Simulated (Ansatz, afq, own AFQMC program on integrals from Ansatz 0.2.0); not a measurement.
AlH₃, triplet in 6-31G, levels against full CI

```xyz
4

Al   -0.0018    0.0760   -0.1031
H    -0.0018   -1.3708   -0.7614
H     0.4721   -0.3567    1.8712
H    -0.4224   -0.3081    1.6495
```

Basis 6-31G. Noble-gas cores (and the filled d shells of Ga–Kr and In–Xe) are frozen. AFQMC by an in-house program on the Cholesky factors that Ansatz 0.2.0 writes for its CCSD(T) run. The CISD trial takes its coefficients from CCSD amplitudes. Released means that phaseless walkers are propagated on without the constraint, phases kept. Uncertainties: one standard error, sampling alone.

Determinant: ROHF, the one that the program's search chose, which needn't be the lowest solution. The geometry is a point of a scan.

Full CI on the same integrals is exact in this basis and with this determinant's frozen core.

Cautions: lower spins were not checked.

```
T1 diagnostic                               : 0.0161
weight of the determinant in the CISD state : 0.946
size of the correlated space                : 6 electrons in 14 orbitals
```

Reference: full CI, correlation energy -1.634 eV. The released energy is read at 2.40 1/Eh (meV from the phaseless value at times in 1/Eh: -0.5 ± 0.7 at 0.24, -0.8 ± 0.5 at 0.51, -1.0 ± 0.4 at 0.99, -1.6 ± 0.3 at 1.62, -2.3 ± 0.3 at 2.40).

```
         level  E − E(reference) (kcal/mol)  share of correlation (%)
            HF                        37.68                      0.00
           MP2                        12.49                     66.84
          CCSD                         0.63                     98.32
       CCSD(T)                         0.22                     99.42
         CCSDT                         0.01                     99.98
      CCSDT(Q)                         0.00                     99.99
        CCSDTQ                         0.00                    100.00
 ph-AFQMC/CISD                  0.06 ± 0.02                     99.85
released AFQMC                 0.00 ± 0.007                     99.99
```

CCSDT and higher add their correlation energy to the determinant of the CCSD(T) run, since their own runs factorise the integrals more tightly (a shift of under 2 meV). Released energies are given only where the last usable release times agree within the noise; a slower fall can still hide under it.
